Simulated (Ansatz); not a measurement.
A made-up structure of CH₂NaS, doublet:

```
5
angstrom
C -0.4079 0.1166 -0.2341
S 0.6263 1.1566 0.6631
Na 1.5069 -1.1926 0.6941
H -0.3737 0.1297 -1.3222
H 1.8352 1.1631 1.2861
```

It is relaxed with PBE-D4/def2-SVP and then PBE0-D4/def2-TZVP (Ansatz 0.2.0). Atoms count as bonded within 1.22 times the sum of their covalent radii (H–H: 0.88 Å). The end point is not checked to be a true minimum.

Does its bonding change? (A judgement: the text doesn't fix the answer.)

By the calculation: Yes. Formed: none; broken: S2–Na3.

Where it ends: The first stage lowers the energy by 2.28 eV in 13 steps. It ends as CH₂NaS ([Na][CH][SH]):
```xyz
5
angstrom
C 0.3206 0.0228 -0.1377
S 0.5243 1.6563 0.4003
Na 1.3125 -1.9073 0.4040
H -0.4809 0.0907 -0.8852
H 1.5103 1.5109 1.3056
```

Labels in which every atom is bracketed show which atoms are joined, not bond orders.

For scale, one of the runs: PBE0-D4/def2-TZVP relaxation, 112 basis functions, launched by `ansatz run in.yaml --threads 2 --pin off --events-out ev --progress --plain --max-ram 4352MiB`. Hardware: 2 CPU threads of an Arm Neoverse V2, shared host. Wall time about 24 s.
